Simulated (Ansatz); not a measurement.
Bulk modulus of some bcc solids

Method: HSE06 (PAW; Ansatz, a quantum-chemistry and plane-wave program). References are measured values corrected to a static lattice or taken at low temperature (these still hold zero-point motion).

Values in GPa.

```json
[
 {"solid": "bcc W", "reference": "312 (300–328)", "HSE06": "335", "error (%)": "+7.4"},
 {"solid": "bcc Ta", "reference": "198", "HSE06": "198", "error (%)": "0.0"},
 {"solid": "bcc K", "reference": "3.75", "HSE06": "3.47", "error (%)": "-7.5"},
 {"solid": "bcc Mo", "reference": "265 (265–278)", "HSE06": "293", "error (%)": "+10.6"},
 {"solid": "bcc Na", "reference": "7.9", "HSE06": "7.53", "error (%)": "-4.7"},
 {"solid": "bcc Nb", "reference": "173", "HSE06": "180", "error (%)": "+4.0"},
 {"solid": "bcc Fe", "reference": "174", "HSE06": "166", "error (%)": "-4.6"},
 {"solid": "bcc Li", "reference": "13.8 (13.1–13.9)", "HSE06": "13.4", "error (%)": "-2.9"},
 {"solid": "bcc Cs", "reference": "2.11 (2.11–2.35)", "HSE06": "1.92", "error (%)": "-9.0"},
 {"solid": "bcc V", "reference": "161", "HSE06": "207", "error (%)": "+29"},
 {"solid": "bcc Ba", "reference": "9.34 (9.34–10.6)", "HSE06": "7.98", "error (%)": "-14.6"}
]
```

Over these 11 solids the mean error is +0.7 %, the mean absolute error 8.5 % (median 7.4 %), and the worst case bcc V at +29 %; the value is too low in 6 of 11 cases.

All these references are brought to a static lattice.

Spin–orbit coupling is left out, also for the solids with elements from indium on (bcc W, bcc Ta, bcc Cs, bcc Ba); its size isn't shown.

Brackets give the range of our sources, which can hold other temperatures.

Differences are worked out from the printed values.

Each level is taken at its own relaxed cell. Ansatz's density-functional and Hartree–Fock values are scalar-relativistic unless marked +SOC, with PAW data made under PBE.

Ansatz's runs of these crystals have no spin polarisation, but for bcc Fe. A magnetic state wasn't tried for bcc V with meta-GGA or hybrid levels, which favour moments.

Density-functional runs with spin start from parallel moments for bcc Fe.

Not in this set, of the bcc solids with a reference value in our tables and a result at some level: 2 for sources at odds (antiferromagnetic bcc Cr, bcc Rb). These can be a level's worst cases. Values held back for tests aren't counted. Layered and molecular crystals are counted apart. The metals Ce to Yb are counted apart.

References as tabulated in Levämäki et al. (2014), arXiv:1402.3671; doi:10.1021/acs.jctc.3c00612; Mejia-Rodriguez and Trickey (2018), arXiv:1807.09216.
